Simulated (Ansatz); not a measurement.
The input (input.yaml):

```yaml
crystal:
  periodic: [false, false, false]
  atoms:
    - { symbol: Al, position_ang: [-0.005416, -0.005314, 0.001007] }
    - { symbol: C, position_ang: [-0.007226, -0.012403, 1.96226] }
    - { symbol: H, position_ang: [-0.967788, -0.296194, 2.380508] }
    - { symbol: H, position_ang: [0.7493, -0.682243, 2.362764] }
    - { symbol: H, position_ang: [0.228611, 0.981812, 2.340059] }
    - { symbol: H, position_ang: [1.361598, 0.006994, -0.796512] }
    - { symbol: H, position_ang: [-1.35908, 0.007348, -0.818587] }
basis:
  gaussian: { orbitals: def2-TZVP }
hamiltonian:
  xc: hf
md:
  timestep: 1.0
  n_steps: 100
  ensemble: nve
  temperature: 500.0
  initial_velocities: maxwell_boltzmann
  seed: 877378
  masses: [{ species: H, mass: 2.014 }]
```

Command:

```bash
$ ansatz run input.yaml --threads 1 --pin off --max-ram 2048MiB --backend cpu --events-out ev --progress --plain --runs-dir out
```

Hardware: 1 thread of Arm Neoverse V1 (shared host).

Q: Roughly how long does this run take, and how much memory?

A: 74 s, with a peak of 0.13 GiB, for 101 ionic steps.
